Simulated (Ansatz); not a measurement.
**CH4BN: a ladder of functionals and wavefunction methods**

The task here is to estimate one member of a computed series from the others.

Program: Ansatz 0.2.0, Gaussian basis. Level of theory: functionals in def2-TZVPP, the program's frozen cores in correlated methods. These are calculated values, not measurements.

Levels to be run: LDA (SPW92), PBE-D4, revPBE-D4, BLYP-D4, r2SCAN-D4, B97M-V, PBE0-D4, B3LYP-D4, r2SCANh-D4, r2SCAN0-D4, HSE06-D4, BHLYP-D4, CAM-B3LYP-D4, LC-ωPBE, ωB97X-V, ωB97M-V, B2PLYP, PBE-QIDH; CCSD(T)/def2-SVP; CCSD(T)/def2-TZVPP; MP2/def2-QZVPP; extrapolation to the limit; RPA on PBE.

1 further run of the same task is left out (it didn't finish). Runs told in other sessions of the task aren't counted.

**The relaxed structure**

The geometry comes from an earlier relaxation with PBE0-D4 in a triple-zeta def2 set; it is a stationary point, not always the lowest conformer.

7 atoms, charge 0, spin multiplicity 1.

Atoms are counted from 1 here; the program's logs count them from 0.

Bond lengths: B1–C2 1.561 Å, B1–H4 1.192 Å, B1–H5 1.197 Å, C2–N3 1.277 Å, C2–H6 1.100 Å, N3–H7 1.023 Å. Angles: C2–B1–H4 119.4°, C2–B1–H5 120.0°, H4–B1–H5 120.6°, B1–C2–N3 117.8°, B1–C2–H6 120.8°, N3–C2–H6 121.2°, C2–N3–H7 111.4°.

Set-up of the first run:

Input file in.yaml:

```yaml
crystal:
  periodic: [false, false, false]
  atoms:
    - {symbol: B, position_ang: [-0.874145, 0.336474, -0.625161]}
    - {symbol: C, position_ang: [0.408031, 0.096867, 0.233028]}
    - {symbol: N, position_ang: [0.786145, -1.109671, 0.413264]}
    - {symbol: H, position_ang: [-1.158407, -0.441773, -1.482160]}
    - {symbol: H, position_ang: [-1.577119, 1.278312, -0.399509]}
    - {symbol: H, position_ang: [0.912704, 0.933627, 0.738477]}
    - {symbol: H, position_ang: [1.564092, -1.161736, 1.076261]}
basis:
  gaussian: {orbitals: def2-TZVPP}
hamiltonian: {xc: lda}
output: {orbitals: {seedname: orbitals}}
```

Launch:

```console
> ansatz run in.yaml --threads 2 --pin off --events-out ev --progress --plain --max-ram 4352MiB
```

Among the steps run: LDA; PBE-D4 (GGA); revPBE-D4 (GGA); BLYP-D4 (GGA); r2SCAN-D4 (meta-GGA); B97M-V (meta-GGA); PBE0-D4 (hybrid); B3LYP-D4 (hybrid); r2SCANh-D4 (hybrid); r2SCAN0-D4 (hybrid); HSE06-D4 (hybrid); BHLYP-D4 (hybrid); CAM-B3LYP-D4 (range-separated); LC-ωPBE (range-separated); ωB97X-V (range-separated); ωB97M-V (range-separated); B2PLYP (double hybrid); PBE-QIDH (double hybrid).

One table of the session follows, with a row left open; its other results are not shown here.

It belongs to the step «Orbital energies across the functionals». 

| functional | HOMO (eV) | LUMO (eV) | gap (eV) |
| --- | --- | --- | --- |
| LDA (SPW92) | -6.25 | -3.86 | 2.39 |
| PBE-D4 | -6.19 | -3.57 | 2.62 |
| revPBE-D4 | -6.15 | -3.46 | 2.70 |
| BLYP-D4 | -6.12 | -3.41 | 2.70 |
| r2SCAN-D4 | -6.48 | -3.29 | 3.20 |
| B97M-V | -6.71 | -3.30 | 3.41 |
| PBE0-D4 | -7.69 | -2.50 | 5.18 |
| B3LYP-D4 | -7.47 | -2.74 | 4.74 |
| r2SCANh-D4 | -7.04 | -2.90 | 4.14 |
| r2SCAN0-D4 | -7.89 | -2.34 | 5.55 |
| HSE06-D4 | -7.28 | -2.89 | 4.39 |
| BHLYP-D4 | ? | ? | ? |
| CAM-B3LYP-D4 | -9.14 | -1.35 | 7.79 |
| LC-ωPBE | -10.48 | -0.12 | 10.35 |
| ωB97X-V | -10.16 | -0.21 | 9.95 |
| ωB97M-V | -10.07 | -0.40 | 9.67 |

Estimate the missing values for BHLYP-D4.

Worked estimate for «HOMO (eV)». Against the share of exact exchange, BLYP-D4 (0, -6.12), B3LYP-D4 (0.2, -7.47) give a slope of -6.75 per unit share; at 0.5 the line stands at -9.49.

The run gave: HOMO (eV): -9.15; LUMO (eV): -1.38; gap (eV): 7.77. In «HOMO (eV)» the line misses by -0.34.
